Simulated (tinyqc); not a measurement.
Orbital energy against energy difference: ionisation energy by orbital energies and by energy differences in the 6-31g* basis, for HF, spin multiplicity 1. Computed by the program tinyqc with PySCF. 

Geometry (angstrom):

| atom | x | y | z |
|---|---|---|---|
| F | 0.0000 | 0.0000 | 0.0000 |
| H | 0.0000 | 0.0000 | 0.8800 |

CCSD(T) difference in the same basis = 15.6222 eV

IP-EOM-CCSD = 15.3098 eV

The cation is unrestricted; errors are against CCSD(T) in this basis, not against experiment.

First vertical ionisation energy (eV):

| method | -e(HOMO) | E(cation) - E | error of -e(HOMO) | error of the difference |
|---|---|---|---|---|
| HF | 17.2106 | 14.337035 | 1.5884 | -1.2851 |
| LDA | 8.3897 | 16.277962 | -7.2325 | 0.6558 |
| PBE | 8.2760 | 15.867038 | -7.3462 | 0.2449 |
| B3LYP | 10.3477 | 15.930047 | -5.2745 | 0.3079 |
| PBE0 | 10.7981 | 15.809835 | -4.8241 | 0.1877 |
| CAM-B3LYP | 12.3003 | 15.920118 | -3.3218 | 0.2979 |
| LC-wPBE | 13.6408 | 15.987066 | -1.9813 | 0.3649 |

Koopmans errs by +1.59 eV and Delta-HF by -1.29 eV: relaxation, 2.87 eV, lowers the value and the missing correlation difference works against it. The PBE level is off by -7.3 eV through the wrong tail of its potential, though its energy difference is off by +0.24 eV; exact exchange deepens the level, and among the orbital energies HF comes closest; among the differences PBE0 does.
